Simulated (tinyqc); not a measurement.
Inside a calculation. Method: harmonic frequencies on the RHF/sto-3g surface (energies and gradients from PySCF), for H3O+, spin multiplicity 1. One step of it, computed by the program tinyqc.

Task: Normal modes. Diagonalise H_ij / sqrt(m_i m_j); the 6 smallest eigenvalues belong to translations and rotations; wavenumber = sqrt(eigenvalue / 1822.888) x 219474.63; each mode has its largest component positive (the first on a tie); zero-point energy = sum of wavenumbers / 2, with 349.755 1/cm per kcal/mol.

Hessian (symmetrised) (hartree/bohr^2):
```
             1Ox          1Oy          1Oz          2Hx          2Hy          2Hz          3Hx          3Hy
1Ox   1.06934652   0.00002275  -0.00706081  -0.59620680  -0.01130930   0.19084486  -0.24557471   0.21602632
1Oy   0.00002275   1.06940120   0.00483084  -0.01094644  -0.11448804   0.00372876   0.21628082  -0.46985739
1Oz  -0.00706081   0.00483084   0.14255351   0.12265809   0.00227169  -0.04980682  -0.05882617   0.09755475
2Hx  -0.59620680  -0.01094644   0.12265809   0.60388049   0.01191573  -0.14821693  -0.00455100  -0.00570807
2Hy  -0.01130930  -0.11448804   0.00227169   0.01191573   0.08322707  -0.00298950   0.03841225   0.01642873
2Hz   0.19084486   0.00372876  -0.04980682  -0.14821693  -0.00298950   0.05063281  -0.02115778   0.00208491
3Hx  -0.24557471   0.21628082  -0.05882617  -0.00455100   0.03841225  -0.02115778   0.22466829  -0.23329225
3Hy   0.21602632  -0.46985739   0.09755475  -0.00570807   0.01642873   0.00208491  -0.23329225   0.46690089
3Hz  -0.09418233   0.15587420  -0.04496820   0.01312637  -0.01720389  -0.00049542   0.07212972  -0.11926432
4Hx  -0.22757153  -0.20535713  -0.05677155  -0.00312216  -0.03901877  -0.02146881   0.02546043   0.02297387
4Hy  -0.20473977  -0.48506228  -0.10465726   0.00473881   0.01483473  -0.00282415  -0.02139984  -0.01347014
4Hz  -0.08960170  -0.16443382  -0.04777646   0.01243302   0.01792172  -0.00033123   0.00785394   0.01962513

             3Hz          4Hx          4Hy          4Hz
1Ox  -0.09418233  -0.22757153  -0.20473977  -0.08960170
1Oy   0.15587420  -0.20535713  -0.48506228  -0.16443382
1Oz  -0.04496820  -0.05677155  -0.10465726  -0.04777646
2Hx   0.01312637  -0.00312216   0.00473881   0.01243302
2Hy  -0.01720389  -0.03901877   0.01483473   0.01792172
2Hz  -0.00049542  -0.02146881  -0.00282415  -0.00033123
3Hx   0.07212972   0.02546043  -0.02139984   0.00785394
3Hy  -0.11926432   0.02297387  -0.01347014   0.01962513
3Hz   0.04607082   0.00892577  -0.01940501  -0.00060791
4Hx   0.00892577   0.20523623   0.22140101   0.06931431
4Hy  -0.01940501   0.22140101   0.48369963   0.12688595
4Hz  -0.00060791   0.06931431   0.12688595   0.04871492
```

masses (u): 1O 15.994915, 2H 1.007825, 3H 1.007825, 4H 1.007825

Give: eigenvalues of the mass-weighted Hessian; harmonic wavenumbers of the vibrations; mass-weighted modes; zero-point energy.

Result:

eigenvalues of the mass-weighted Hessian (hartree/(bohr^2 u)): 0.0000  0.0000  0.0000  0.0000  0.0000  0.0000  0.0271  0.1406  0.1407  0.6253  0.7024  0.7024

harmonic wavenumbers of the vibrations (1/cm): 846.5  1927.7  1927.9  4064.8  4308.2  4308.3

mass-weighted modes:
```
      mode 1   mode 2   mode 3   mode 4   mode 5   mode 6
1Ox  -0.0030  -0.2407   0.0351   0.0008   0.0081  -0.2886
1Oy   0.0020  -0.0352  -0.2407  -0.0005  -0.2886  -0.0081
1Oz  -0.3890   0.0017  -0.0015   0.0877  -0.0016   0.0022
2Hx   0.1308  -0.1208  -0.0014   0.5618  -0.0052   0.7539
2Hy   0.0000   0.0926   0.7588   0.0126   0.0112   0.0173
2Hz   0.5155  -0.1666   0.0248  -0.1205   0.0014  -0.2065
3Hx  -0.0619   0.5788   0.3099  -0.2929  -0.3369   0.2025
3Hy   0.1059   0.4041   0.0618   0.4824   0.5653  -0.3145
3Hz   0.5176   0.0636  -0.1580  -0.1117  -0.1691   0.0961
4Hx  -0.0572   0.5010  -0.4485  -0.2721   0.3100   0.1930
4Hy  -0.1140  -0.3567   0.1384  -0.4932   0.5731   0.3294
4Hz   0.5164   0.0964   0.1392  -0.1170   0.1739   0.1018
```

zero-point energy = 24.8508 kcal/mol
